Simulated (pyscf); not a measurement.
Thermochemistry of product channels of H₃C–Zn–Cl + hydrogen fluoride (HF) on the singlet surface, in eV, from ωB97M-D3(BJ)/def2-TZVP energies (ideal gas, 1 atm, RRHO with modes under 100 cm⁻¹ raised to 100, one conformer, R ln 2 for chiral ones without a mode under 150 cm⁻¹). Optimised with ωB97X-D3(BJ)/def2-SVP in PySCF.

| products | ΔE | ΔH(298 K) | ΔG(600 K) | ΔG(1200 K) |
|---|---|---|---|---|
| methane (CH₄) + F–Zn–Cl | -0.76 | -0.72 | -0.67 | -0.58 |
| F–CH₂–Zn–Cl + hydrogen (H₂) | +1.39 | +1.25 | +1.31 | +1.34 |

These are energies of the channels, which say nothing of barriers. Elements up to Kr have no core potential and no relativistic terms here.
